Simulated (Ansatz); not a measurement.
Antifluorite Mg2Sn was calculated with LDA+SOC in Ansatz (plane waves, PAW).

Settings: plane-wave cutoff 520 eV, 20×20×20 k mesh, Fermi–Dirac smearing 0.05 eV, PAW data made under PBE.

Computed at the level's own relaxed cell.

```
Mg2Sn
1.0
    0.00000     3.33117     3.33117
    3.33117     0.00000     3.33117
    3.33117     3.33117     0.00000
Mg Sn
2 1
Direct
  0.25000   0.25000   0.25000
  0.75000   0.75000   0.75000
  0.00000   0.00000   0.00000
```

Q: Give the elastic tensor (Voigt notation, GPa, ions relaxed, in the Cartesian axes of the cell as printed).

A: 
```
   80.3    29.7    29.7     0.0     0.0     0.0
   29.7    80.3    29.7     0.0     0.0     0.0
   29.7    29.7    80.3     0.0     0.0     0.0
    0.0     0.0     0.0    33.9     0.0     0.0
    0.0     0.0     0.0     0.0    33.9     0.0
    0.0     0.0     0.0     0.0     0.0    33.9
```

Note: the solid has no gap at this level, which affects its response.

Computed values are for the static lattice.

Ansatz is a first-principles code.
